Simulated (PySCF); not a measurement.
Hydrazinium(1+), N2H5 (charge +1).
SMILES with atom numbers: `[NH2:1][NH3+:2]` (hydrogens: H3, H4 on N1; H5, H6, H7 on N2)

The calculation used PBE0-D3(BJ)/def2-SVP geometry optimisation, gas phase in PySCF 2.14.0.

**Question.** What internal coordinates does the optimisation give?

**Answer.** 
```tsv
bond	length (Å)
N1–N2	1.414
N1–H3, N1–H4	1.021
N2–H5, N2–H6, N2–H7	1.033
```

Bonds in one row agree within 0.01 Å and their mean is given. A selection of angles:
```tsv
angle	degrees
N2–N1–H3	109.3
H3–N1–H4	109.5
N1–N2–H5	109.2
N1–N2–H6	117.4
H5–N2–H6	107.5
H5–N2–H7	105.3
```

N1 (nitrogen bonded to N and 2 H) is pyramidal (angles 109.5°, 109.4° and 109.3°, sum 328.3°, 0.37 Å off the plane of its three neighbours). N2 (nitrogen bonded to N and 3 H) is distorted tetrahedral (angles from 105.3° to 117.4°).

Point group: Cs (tolerance 0.08 Å). Stationary, but not proved a minimum.
